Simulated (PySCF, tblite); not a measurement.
# C3H4F2: geometry, infrared bands, NMR shifts, spin-spin couplings, electronic excitations and core binding energies

Aim: predict the infrared bands, NMR shifts, spin-spin couplings, electronic excitations and core binding energies of C3H4F2 (`C=C(F)CF`).

The runs use tblite 0.8.0 and PySCF 2.14.0, with density-fitted response routines of our own; the level of theory stands in each step. All values are computed, except where a source is named. Atoms are numbered from 0 throughout.

**1. The starting structure**

9 atoms, charge 0, multiplicity 1; geometry from: GFN2-xTB.

Bonds of the start (Å): C0–C1 1.32, C1–F2 1.35, C1–C3 1.50, C3–F4 1.37, C0–H5 1.07, C0–H6 1.07, C3–H7 1.10, C3–H8 1.10.

**2. Harmonic vibrations with GFN2-xTB**

Job settings and geometry (Å):

```
{"job": {"kind": "ir", "xc": "GFN2-xTB", "basis": "xTB"}, "charge": 0, "multiplicity": 1}
C      1.347654    -0.182030     0.371320
C      0.310309     0.357498    -0.233430
F      0.456292     1.422875    -1.054833
C     -1.128555    -0.057274    -0.148780
F     -1.281351    -1.132121     0.678833
H      1.214363    -1.027103     1.019311
H      2.339281     0.206581     0.231067
H     -1.503858    -0.343845    -1.139374
H     -1.740574     0.761414     0.250706
```

**Question.** This job is followed by: PBE0-D3(BJ)/def2-SVP geometry optimisation, gas phase; GIAO PBE0/pcSseg-1 NMR shielding, non-relativistic, gas phase; B3LYP/pcJ-1 indirect spin-spin coupling, non-relativistic, gas phase; TDDFT CAM-B3LYP/def2-SVPD, vertical, gas phase, core orbitals frozen in the response; GIAO HF/pcSseg-2 NMR shielding, non-relativistic, gas phase; delta-SCF UKS SCAN, pcX-2 on the ionised atom, pcseg-1 elsewhere, spin-free X2C. Predict these results of the whole session: strongest single infrared mode (GFN2-xTB); zero-point energy (GFN2-xTB); point group; rotational constants (main isotopes); 13C shifts against TMS (PBE0/pcSseg-1); 1H shifts against TMS (PBE0/pcSseg-1, means over atoms taken as alike); 19F shifts against CFCl3 (PBE0/pcSseg-1); largest coupling of the table (B3LYP/pcJ-1); lowest singlet (CAM-B3LYP/def2-SVPD); brightest single state of those computed; lowest triplet; vertical ionisation energy (ΔSCF); C1s binding energies, SCAN/pcX-2; F1s binding energies, SCAN/pcX-2; range of the shift of F4.

As calculated:

| quantity | value |
| --- | --- |
| strongest single infrared mode (GFN2-xTB) | 1074 cm⁻¹, 115 km/mol |
| zero-point energy (GFN2-xTB) | 39.3 kcal/mol |
| point group | Cs |
| rotational constants (main isotopes) | 9.56, 3.83, 2.78 GHz |
| 13C shifts against TMS (PBE0/pcSseg-1) | 170.6, 93.5, 79.7 ppm |
| 1H shifts against TMS (PBE0/pcSseg-1, means over atoms taken as alike) | 5.05, 4.95, 4.78 ppm |
| 19F shifts against CFCl3 (PBE0/pcSseg-1) | -112.8, -258.1 ppm |
| largest coupling of the table (B3LYP/pcJ-1) | 1J(C,F) C1–F2, -327.3 Hz |
| lowest singlet (CAM-B3LYP/def2-SVPD) | 7.39 eV (168 nm), f = 0.020 |
| brightest single state of those computed | state 2, 7.53 eV, f = 0.410 |
| lowest triplet | 4.46 eV |
| vertical ionisation energy (ΔSCF) | 10.22 eV |
| C1s binding energies, SCAN/pcX-2 | C3 293.93, C1 293.35, C0 290.61 eV |
| F1s binding energies, SCAN/pcX-2 | F2 693.48, F4 693.25 eV |
| range of the shift of F4 | -258.1 to -211.4 ppm |

In words: No mode is imaginary among the 21: a minimum at this level. The strongest single mode, at 1074 cm⁻¹, moves mainly C3 and F4. Unscaled tight-binding wavenumbers are off by several per cent, some by more. Its intensities can rank the bands wrongly. Over 8 steps the energy fell by 0.034 eV; of the close pairs, C1–F2 changed most, 1.353 to 1.336 Å. No frequency check was run at this level, so the end point may be a saddle. At PBE0/pcSseg-1: The widest tensor belongs to F2: span 200 ppm, with a paramagnetic part of -184 ppm. Couplings across rotatable bonds belong to this one conformer; where others are populated, the observed values are averages. Density functionals describe couplings to fluorine poorly, F–F couplings above all, so those rows are rough. The first singlet state (HOMO→LUMO+1 0.90) lies at 7.39 eV and is weak; of the 10 states computed, the strongest absorption comes from state 2 at 7.53 eV. The lowest triplet lies 2.94 eV below the lowest singlet (triplets in Tamm-Dancoff, singlets in full TDDFT). At CAM-B3LYP/def2-SVPD, the highest states lie near or above the ionisation energy, where they hang on the basis. The orbital energy would give 9.11 eV for ionisation, ΔSCF gives 10.22 eV. C3 (allylic sp3 CH2 bonded to F) binds its C1s electron 3.32 eV more tightly than C0 (terminal =CH2 carbon). Across the 2 runs the shift of F4 moves most, between -258.1 (PBE0/pcSseg-1) and -211.4 ppm (HF/pcSseg-2).
